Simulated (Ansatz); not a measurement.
## AlZn: from a trial structure to a relaxed crystal

The calculation used DFT PBE, scalar-relativistic, plane waves, PAW (Ansatz). Cutoff 420 eV, Γ-centred k mesh, Gaussian smearing, no spin polarisation in the final step.

AlZn was placed on the CuAu (L1_0) structure type (P4/mmm, No. 123), with Al in place of Cu, Zn in place of Au, at a guessed volume.

```
Al Zn
1.0
     2.85386    0.00000    0.00000
     0.00000    2.85386    0.00000
     0.00000    0.00000    3.74060
Al Zn
1 1
Direct
  0.50000 0.50000 0.50000
  0.00000 0.00000 0.00000
```

Cell and atoms relax at zero pressure; the relaxation can't lower the symmetry of the start.

Formation energies are uncorrected and refer to the elements' standard structures at the same level.

**Question.** What does it relax into?

**Answer.** It keeps P4/mmm (No. 123). The result has the CuAu (L1_0) structure. Conventional cell: a = 2.830 Å, c = 3.981 Å. Around Al lie 8 Zn at 2.82 Å and 4 Al at 2.83 Å; Zn has 8 Al at 2.82 Å and 4 Zn at 2.83 Å.

```cif
data_structure
_symmetry_space_group_name_H-M 'P4/mmm'
_symmetry_Int_Tables_number 123
_cell_length_a 2.8296
_cell_length_b 2.8296
_cell_length_c 3.9814
_cell_angle_alpha 90.000
_cell_angle_beta 90.000
_cell_angle_gamma 90.000
_cell_volume 31.88
loop_
_atom_site_label
_atom_site_type_symbol
_atom_site_symmetry_multiplicity
_atom_site_Wyckoff_symbol
_atom_site_fract_x
_atom_site_fract_y
_atom_site_fract_z
_atom_site_occupancy
Al1 Al 1 d 0.50000 0.50000 0.50000 1
Zn1 Zn 1 a 0.00000 0.00000 0.00000 1
```

**Question.** What are its volume, energy, density and gap?

**Answer.** The volume per atom is 15.94 Å³. The density is 4.81 g/cm³ and the energy over the elements is 0.03 eV/atom. The gap on the 20×20×14 mesh is 0 eV (a metal).

The final run used a 20×20×14 mesh on its 2-atom cell and 0.10 eV smearing. The k mesh leaves about 4 meV/atom of noise in metals. Symmetry constrained the relaxation, so the result can be a saddle point. The steps took roughly 90 core-seconds in all.

Cost: 2 runs of about 1.5 core-minutes in all, on Arm Neoverse V1 (shared hosts).